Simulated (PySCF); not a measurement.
# SN⁻ (triplet): changing the method

Aim: see what other levels and later steps give for SN⁻ (triplet).

The runs use PySCF 2.14.0; method and basis as typed in the scripts.

2 further runs of the same task are left out: 2 that didn't finish.

### 1 Starting geometry

SN⁻ (triplet): 2 atoms, charge -1, spin multiplicity 3.

Bond lengths: S1–N2 1.566 Å.

### 2 The run that the others are compared with

The input, input.py:

```python
from pyscf import gto, scf, cc

mol = gto.M(
    atom='S 0 0 0; N 0 0 1.566',
    basis='cc-pvdz-dk',
    charge=-1,
    spin=2,
    symmetry=True,
    verbose=4,
)
mf = scf.UHF(mol)
mf = mf.sfx2c1e()
mf.kernel()
mycc = cc.CCSD(mf, frozen=6)
mycc.kernel()
e = mycc.ipccsd(nroots=6)[0]
print('roots (eV) =', (e*27.211386).round(3))
mf.dip_moment()
print('orbital energies (hartree):', [e[max(0, n-3):n+3].round(4) for e, n in zip(mf.mo_energy, mol.nelec)])
```

On the command line:

```console
OMP_NUM_THREADS=1 python input.py
```

### 3 CASSCF (ROHF)

Run 1 changes step after the SCF: eomip → casscf; SCF type: UHF → ROHF; active space: none → 8 electrons in 6 orbitals.

The input, input.py:

```python
from pyscf import gto, scf, mcscf

mol = gto.M(
    atom='S 0 0 0; N 0 0 1.566',
    basis='cc-pvdz-dk',
    charge=-1,
    spin=2,
    symmetry=True,
    verbose=4,
)
mf = scf.ROHF(mol)
mf = mf.sfx2c1e()
mf.kernel()
mc = mcscf.CASSCF(mf, 6, 8)
mc.kernel()
mc.analyze()
mf.dip_moment()
print('orbital energies (hartree):', mf.mo_energy[..., max(0, mol.nelec[1]-3):mol.nelec[0]+3].round(4))
```

### 4 CCSD(T)

Run 2 changes step after the SCF: eomip → ccsd(t).

input.py, as its differences from that of step 2:

```diff
@@ -15,4 +15,3 @@
 mycc.kernel()
-e = mycc.ipccsd(nroots=6)[0]
-print('roots (eV) =', (e*27.211386).round(3))
+mycc.ccsd_t()
 mf.dip_moment()
```

### 5 Geometry optimisation

Run 3 changes step after the SCF: eomip → optimize.

The input, input.py:

```python
from pyscf import gto, scf
from pyscf.geomopt.geometric_solver import optimize

mol = gto.M(
    atom='S 0 0 0; N 0 0 1.566',
    basis='cc-pvdz-dk',
    charge=-1,
    spin=2,
    symmetry=True,
    verbose=4,
)
mf = scf.UHF(mol)
mf = mf.sfx2c1e()
mf.kernel()
mol_eq = optimize(mf, maxsteps=30)
print('optimised geometry (angstrom)')
print(mol_eq.tostring('raw'))
print('orbital energies (hartree):', [e[max(0, n-3):n+3].round(4) for e, n in zip(mf.mo_energy, mol.nelec)])
```

### 6 Polarisability

Run 4 changes step after the SCF: eomip → polarizability.

The input, input.py:

```python
from pyscf import gto, scf
from pyscf.prop.polarizability import uhf as pol

mol = gto.M(
    atom='S 0 0 0; N 0 0 1.566',
    basis='cc-pvdz-dk',
    charge=-1,
    spin=2,
    symmetry=True,
    verbose=4,
)
mf = scf.UHF(mol)
mf = mf.sfx2c1e()
mf.kernel()
print('polarizability (a.u.)')
print(pol.Polarizability(mf).polarizability().round(4))
mf.dip_moment()
print('orbital energies (hartree):', [e[max(0, n-3):n+3].round(4) for e, n in zip(mf.mo_energy, mol.nelec)])
```

### 7 Population analysis

Run 5 changes step after the SCF: eomip → analyze.

The input, input.py:

```python
from pyscf import gto, scf

mol = gto.M(
    atom='S 0 0 0; N 0 0 1.566',
    basis='cc-pvdz-dk',
    charge=-1,
    spin=2,
    symmetry=True,
    verbose=4,
)
mf = scf.UHF(mol)
mf = mf.sfx2c1e()
mf.kernel()
mf.analyze()
print('orbital energies (hartree):', [e[max(0, n-3):n+3].round(4) for e, n in zip(mf.mo_energy, mol.nelec)])
```

Q: Predict the outcome of this session. Wanted: for each run, E(SCF); from base; gap, α spin; after the SCF.

The runs gave:

```
                  run  E(SCF) (hartree)  from base (eV)  cycles  gap, α spin (eV)                                                after the SCF
                 base       -453.047113               0      11             14.89  CCSD correlation -7.356 eV, core frozen, first root 0.15 eV
        CASSCF (ROHF)       -453.033916         +0.3591      10               n/a                                 CASSCF correlation -1.178 eV
              CCSD(T)       -453.047113          0.0000      11             14.89                   CCSD(T) correlation -7.575 eV, core frozen
geometry optimisation       -453.047113          0.0000      11             14.89                                      bond 1.654 Å, -0.120 eV
       polarisability       -453.047113          0.0000      11             14.89                                                          n/a
  population analysis       -453.047113          0.0000      11             14.89                                                          n/a
```

SCF columns refer to the geometry typed in the script.

**Reading.** Total energies from different bases, Hamiltonians or methods carry different errors, so properties are taken as differences within one set-up.
